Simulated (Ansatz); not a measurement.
methanol (SMILES CO) moved off its minimum; all values from Ansatz (an electronic-structure program), cores frozen in correlated methods.
(charge 0, multiplicity 1)
```xyz
6

C     -0.7289     0.2100     0.2848
O      0.6125    -0.1599    -0.2213
H     -0.7870     0.1845     1.0343
H     -1.3759    -0.5777    -0.3555
H     -0.7167     1.2974    -0.1179
H      1.3043     0.2428    -0.0022
```

Forces at wB97M-V/def2-TZVPP (eV/Å):

```
atom      Fx      Fy       Fz
----  ------  ------  -------
C1     4.336   1.782  -36.583
O2    -9.379  -6.757   -2.816
H3    -2.759  -1.594   33.207
H4     1.026   2.377    1.878
H5    -1.471  -1.676    0.794
H6     8.246   5.869    3.521
```

### Question
Give the forces (eV/Å), the total energy and the dipole at CCSD(T)/aug-cc-pVTZ.

### Answer

```tsv
atom	Fx	Fy	Fz
C1	4.195	1.899	-36.745
O2	-9.313	-6.947	-2.967
H3	-2.757	-1.639	33.549
H4	1.000	2.331	1.824
H5	-1.483	-1.616	0.745
H6	8.358	5.971	3.593
```
Energy -115.3666 hartree, dipole 1.59 D.
